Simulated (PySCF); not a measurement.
# [NO2]-: from structure and modes to constants

These are results of PBE0 in PySCF with N def2-TZVPD, O def2-TZVPD; no relativity; density-fitted integrals, not measurements.

The singlet minimum has C2v symmetry. Masses (u): N 14.00307, O 15.99492.

```xyz
3
charge -1 multiplicity 1, angstrom
N     0.0000    0.0000   -0.4540
O     1.0607    0.0000    0.1987
O    -1.0607    0.0000    0.1987
```

Harmonic wavenumbers (cm⁻¹): 817.8 (a1, ×1), 1365.0 (b2, ×1), 1388.7 (a1, ×1).

Problem. Find the principal moments of inertia and the rotational constants. What kind of rotor is it?

Solution. About the centre of mass I = 4.1495, 35.992, 40.141 u Å². With B = 16.8576/I this gives 4.063, 0.4684, 0.42 cm⁻¹. The molecule is an asymmetric top with κ = -0.97.

Problem. What is the harmonic zero-point energy?

Solution. Half the sum of all 3 wavenumbers, 3571/2 = 1786 cm⁻¹, which is 21.4 kJ/mol (1 cm⁻¹ = 0.0119627 kJ/mol).

Problem. Find the vibrational entropy and heat capacity at 298.15 K.

Solution. With u = 1.43878 ω/T, each mode gives S = R[u/(eᵘ−1) − ln(1−e⁻ᵘ)] and C = R u² eᵘ/(eᵘ−1)².
```json
{"ω (cm⁻¹)": "817.8", "u": "3.947", "S (J/(mol K))": "0.81", "C (J/(mol K))": "2.60"}
{"ω (cm⁻¹)": "1365.0", "u": "6.587", "S (J/(mol K))": "0.09", "C (J/(mol K))": "0.50"}
{"ω (cm⁻¹)": "1388.7", "u": "6.701", "S (J/(mol K))": "0.08", "C (J/(mol K))": "0.46"}
```
The sums over all modes are S = 1.0 and C = 3.6 J/(mol K); the softest mode gives 83 % of the entropy.

Problem. Give the standard entropy (298.15 K, 1 bar) by its translational, rotational, vibrational and spin parts, and Cp.

Solution. Sackur–Tetrode with M = 45.99 u gives 156.6; rotation with symmetry number 2 gives 78.9; vibration 1.0; spin R ln 1 = 0.0. The total is 236.5 J/(mol K), and Cp = 4 R + 3.6 = 36.8 J/(mol K).

Only a few start shapes were tried, so a lower isomer may exist. The lowest empty level of this anion is unbound, so it and the gap depend on the basis.
